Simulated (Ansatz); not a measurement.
# C₄H₆ (singlet): the correlation ladder, 6-31G*

Aim: climb from Hartree-Fock through coupled cluster and multireference methods for C₄H₆ (singlet) at one geometry and basis, and see what each rung misses.

The runs use Ansatz 0.2.0, Gaussian basis; 6-31G*, core rule «outside noble gas», up to 4 orbitals frozen.

To be run: UHF; CCSD(T) on RHF; BCCD(T) on RHF; CISD; CCSDT(Q) on RHF; CASSCF and MRCISD+Q, 8 electrons in 8 orbitals; CASSCF and NEVPT2, 8 electrons in 8 orbitals.

18 further runs of the same task are left out: 2 that didn't finish, 16 set aside as unsound or not needed.

## Step 1: The geometry

The geometry is an MP2(full)/6-31G* stationary point (not a proven minimum).

10 atoms, charge 0, spin multiplicity 1.

Atoms are counted from 1 here; the program's logs count them from 0.

Bond lengths: C1–C2 1.462 Å, C1–H5 1.094 Å, C1–H6 1.094 Å, C1–H7 1.094 Å, C2–C3 1.220 Å, C3–C4 1.462 Å, C4–H8 1.094 Å, C4–H9 1.094 Å, C4–H10 1.094 Å. Angles: C2–C1–H5 111.0°, C2–C1–H6 111.0°, C2–C1–H7 111.0°, H5–C1–H6 107.9°, H5–C1–H7 107.9°, H6–C1–H7 107.9°, C1–C2–C3 180.0°, C2–C3–C4 180.0°, C3–C4–H8 111.0°, C3–C4–H9 111.0°, C3–C4–H10 111.0°, H8–C4–H9 107.9°, H8–C4–H10 107.9°, H9–C4–H10 107.9°.

## Step 2: UHF

in.yaml

```yaml
crystal:
  periodic: [false, false, false]
  atoms:
    - {symbol: C, position_ang: [0.000000, 0.000000, 2.071955]}
    - {symbol: C, position_ang: [0.000000, 0.000000, 0.609970]}
    - {symbol: C, position_ang: [0.000000, 0.000000, -0.609970]}
    - {symbol: C, position_ang: [0.000000, 0.000000, -2.071955]}
    - {symbol: H, position_ang: [0.000000, 1.020696, 2.464562]}
    - {symbol: H, position_ang: [-0.883949, -0.510348, 2.464562]}
    - {symbol: H, position_ang: [0.883949, -0.510348, 2.464562]}
    - {symbol: H, position_ang: [0.000000, 1.020696, -2.464562]}
    - {symbol: H, position_ang: [0.883949, -0.510348, -2.464562]}
    - {symbol: H, position_ang: [-0.883949, -0.510348, -2.464562]}
basis:
  gaussian: {orbitals: "6-31G*"}
magnetization: {spin_polarized: true, initial_magnetization: 0}
hamiltonian: {xc: hf}
output: {orbitals: {seedname: orbitals}}
```

Run with:

```bash
$ ansatz run in.yaml --threads 1 --pin off --events-out ev --progress --plain --max-ram 4096MiB --backend cpu
```

The runs that follow: CCSD(T) on RHF; BCCD(T) on RHF; CISD; CCSDT(Q) on RHF; CASSCF and MRCISD+Q, 8 electrons in 8 orbitals; CASSCF and NEVPT2, 8 electrons in 8 orbitals.

Before running them: what should the planned runs give, taken together? Wanted: RCCSDT(Q) below the RHF energy; RMP2 from RCCSDT(Q); RCCSD from RCCSDT(Q); RCCSD(T) from RCCSDT(Q); MRCISD+Q frontier from RCCSDT(Q); T1 diagnostic.

As calculated:

| quantity | value |
| --- | --- |
| RCCSDT(Q) below the RHF energy | -15.4711 eV |
| RMP2 from RCCSDT(Q) | +1618.5 meV |
| RCCSD from RCCSDT(Q) | +600.3 meV |
| RCCSD(T) from RCCSDT(Q) | +57.1 meV |
| MRCISD+Q frontier from RCCSDT(Q) | +268.4 meV |
| levels within 1 kcal/mol (43 meV) | RCCSDT |
| T1 diagnostic | 0.011 |

In words: RCCSD(T) misses by +57.1 meV, 0.4 % of the correlation energy. These misses are within one basis, not against nature.
